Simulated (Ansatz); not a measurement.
**PNH (quartet): wave-function methods side by side, cc-pVTZ**

One table from this session's results is given with a row withheld; the runs are named, their logs left out.

Method: cc-pVTZ, core rule «outside noble gas», up to 6 orbitals frozen; program: Ansatz 0.2.0, Gaussian basis.

The runs, in order: UHF; CCSD(T) on ROHF; CCSD(T) on UHF; BCCD(T) on ROHF; CCSDT(Q) on ROHF; CCSDT(Q) on UHF; CASSCF and MRCISD+Q, 11 electrons in 9 orbitals; CASSCF and NEVPT4(SD), 11 electrons in 9 orbitals; CASSCF and NEVPT2, 11 electrons in 9 orbitals.

3 further runs of the same task are left out: 3 set aside as unsound or not needed.

### The geometry

The geometry is a PBE0/def2-TZVP stationary point (not a proven minimum) of the parent state, kept for this charge and spin.

3 atoms, charge 0, spin multiplicity 4.

Atoms are counted from 1 here; the program's logs count them from 0.

Bond lengths: N1–P2 1.539 Å, N1–H3 1.016 Å. Angles: P2–N1–H3 124.7°.

Set-up of the first run:

Contents of in.yaml:

```yaml
crystal:
  periodic: [false, false, false]
  atoms:
    - {symbol: N, position_ang: [0.000000, -0.117899, 1.017231]}
    - {symbol: P, position_ang: [0.000000, 0.031932, -0.514503]}
    - {symbol: H, position_ang: [0.000000, 0.657116, 1.674759]}
basis:
  gaussian: {orbitals: cc-pVTZ}
magnetization: {spin_polarized: true, initial_magnetization: 3}
hamiltonian: {xc: hf}
output: {orbitals: {seedname: orbitals}}
```

Started as:

```sh
ansatz run in.yaml --threads 1 --pin off --events-out ev --progress --plain --max-ram 4096MiB --backend cpu
```

Steps of the session up to this table: UHF; CCSD(T) on ROHF; CCSD(T) on UHF; BCCD(T) on ROHF; CCSDT(Q) on ROHF; CCSDT(Q) on UHF; CASSCF and MRCISD+Q, 11 electrons in 9 orbitals; CASSCF and NEVPT4(SD), 11 electrons in 9 orbitals; CASSCF and NEVPT2, 11 electrons in 9 orbitals.

One table of the session follows, with a row left open; its other results are not shown here.

| method | from UCCSDT(Q) (meV) |
| --- | --- |
| ROHF | +8643.1 |
| UHF | +8304.3 |
| RMP2 | +1114.5 |
| UMP2 | +1186.0 |
| RCCSD | +344.0 |
| UCCSD | +334.3 |
| RCCSD(T) | +42.7 |
| UCCSD(T) | +42.5 |
| BCCD(T) | +43.0 |
| RCCSDT | +15.0 |
| UCCSDT | +12.3 |
| RCCSDT(Q) | +2.8 |
| UCCSDT(Q) | 0 |
| CASSCF valence | +7372.8 |
| NEVPT2 valence | +1494.1 |
| NEVPT4(SD) valence | ? |
| MRCISD valence | +720.4 |
| MRCISD+Q valence | +124.2 |

Q: Estimate the row for NEVPT4(SD) valence from the others.

**Answer.** from UCCSDT(Q) (meV): +183.8. In the column «from UCCSDT(Q) (meV)» it lies between MRCISD+Q valence (+124.2) and UCCSD (+334.3).

Limits of these values: Restricted and unrestricted rows rest on different reference determinants; where their highest levels disagree by more than a few hundredths of an eV, they describe different states and don't form one ladder.
